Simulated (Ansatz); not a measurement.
in.yaml

```yaml
crystal:
  periodic: [false, false, false]
  atoms:
    - {symbol: Ge, position_ang: [0.000000, -0.009483, 0.282279]}
    - {symbol: O, position_ang: [0.000000, 0.095570, -1.315271]}
    - {symbol: H, position_ang: [1.259685, -0.757950, 0.759701]}
    - {symbol: H, position_ang: [0.000000, 1.445876, 0.757153]}
    - {symbol: H, position_ang: [-1.259685, -0.757950, 0.759701]}
    - {symbol: H, position_ang: [0.000000, -0.763545, -1.741978]}
basis:
  gaussian: {orbitals: cc-pVDZ}
magnetization: {spin_polarized: false}
correlation: {method: bccd_t, electrons: outside_noble_gas}
```

```sh
$ ansatz run in.yaml --threads 1 --pin off --events-out ev --progress --plain --max-ram 2393MiB
```

Output:

```
629 factors; integrals over basis functions are off by at most 1.4e-3 eV
mean field evaluation 1: about -58570.7810 eV, gradient 3.2e1 eV
mean field evaluation 2: about -58570.7859 eV, gradient 3.2e1 eV
mean field evaluation 4: about -58572.7612 eV, gradient 1.9e0 eV
mean field evaluation 8: about -58572.7754 eV, gradient 2.7e-4 eV
mean field evaluation 16: about -58572.7751 eV, gradient 2.8e-1 eV
mean field -58572.77541305 eV, -2152.5097943765 hartree, gradient 1.7e-6 eV, S^2 0.000000; 0 other end points of the search recorded, 0 dependent functions left out
15 core orbitals not correlated: weight in the atoms' cores, before any rotation towards them, 0.971 or more for the frozen orbitals, at most 0.027 for the correlated occupied ones
reference -58572.77541305 eV, -2152.5097943765 hartree; 7, 7 occupied and 39, 39 virtual orbitals, 629 factors
second order -7.95410040 eV of doubles, -0.00000000 eV of singles
cycle   1  -8.39688246 eV  change   -4.4e-1 eV  update   6.7e-2
cycle   2  -8.62933794 eV  change   -2.3e-1 eV  update   2.0e-2
cycle   3  -8.68235756 eV  change   -5.3e-2 eV  update   1.0e-2
cycle   4  -8.67849324 eV  change    3.9e-3 eV  update   2.1e-3
cycle   5  -8.67760502 eV  change    8.9e-4 eV  update   7.0e-4
cycle   6  -8.67761331 eV  change   -8.3e-6 eV  update   1.9e-4
cycle   7  -8.67751660 eV  change    9.7e-5 eV  update   5.0e-5
cycle   8  -8.67749481 eV  change    2.2e-5 eV  update   1.7e-5
cycle   9  -8.67750058 eV  change   -5.8e-6 eV  update   4.7e-6
perturbative correction -0.17265484 eV, -0.0063449482 hartree
Total energy: -58581.62556847 eV, -2152.8350315891 hartree
```

For the same geometry and basis RCCSDT(Q) lies 30.7 meV lower.

Ran on 1 thread of Arm Neoverse V1, shared host: 1.3 s wall, 0.2 GiB peak host memory.
